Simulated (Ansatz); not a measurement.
# C2HF3: the cost of one run

Program: Ansatz 0.2.0. Level of theory: the levels named in each step. These are calculated values, not measurements.

### 1 The system as given

Bond lengths: F1–C2 1.277 Å, C2–C3 1.406 Å, C3–F4 1.275 Å, C3–F5 1.274 Å, C2–H6 1.098 Å. Angles: F1–C2–C3 120.3°, F1–C2–H6 116.8°, C3–C2–H6 122.9°, C2–C3–F4 121.3°, C2–C3–F5 124.1°, F4–C3–F5 114.6°.

Structure file:

```xyz
6

F     1.8104    0.4860   -0.0630
C     0.9453   -0.4474    0.0394
C    -0.4279   -0.1465    0.0180
F    -1.3076   -1.0636    0.1190
F    -0.9004    1.0311   -0.0999
H     1.3301   -1.4703    0.1424
```

### 2 A rough first relaxation, PBE-D4/def2-SVP

This run stands in another session on the same molecule. It ended at:

```xyz
6

F     1.7888    0.5094   -0.0651
C     0.9533   -0.4549    0.0400
C    -0.4427   -0.1444    0.0173
F    -1.3052   -1.0737    0.1203
F    -0.8760    1.0439   -0.1012
H     1.3317   -1.4910    0.1446
```

### 3 Relaxation, HF/STO-3G

input.yaml reads:

```yaml
crystal:
  periodic: [false, false, false]
  atoms:
    - { symbol: F, position_ang: [1.7887581, 0.50939138, -0.06506963] }
    - { symbol: C, position_ang: [0.95325124, -0.45490231, 0.03998284] }
    - { symbol: C, position_ang: [-0.44270948, -0.14439031, 0.0173285] }
    - { symbol: F, position_ang: [-1.30516329, -1.07371589, 0.12030292] }
    - { symbol: F, position_ang: [-0.87600173, 1.04387564, -0.1011913] }
    - { symbol: H, position_ang: [1.33165516, -1.49098852, 0.14462667] }
magnetization:
  spin_polarized: true
  initial_magnetization: 1
total_charge: 1
basis:
  gaussian: { orbitals: STO-3G }
hamiltonian:
  xc: hf
relax:
  f_tol: 0.002
  max_steps: 150
```

Run with:

```console
ansatz run input.yaml --threads 2 --pin off --max-ram 5120MiB --backend cpu --events-out ev --progress --plain --runs-dir out
```

**Question.** How long does this run take on 2 threads of Intel Xeon at 2.70GHz, shared host, and how much memory does it need?

About 3.9 s, with a peak of 0.1 GiB.
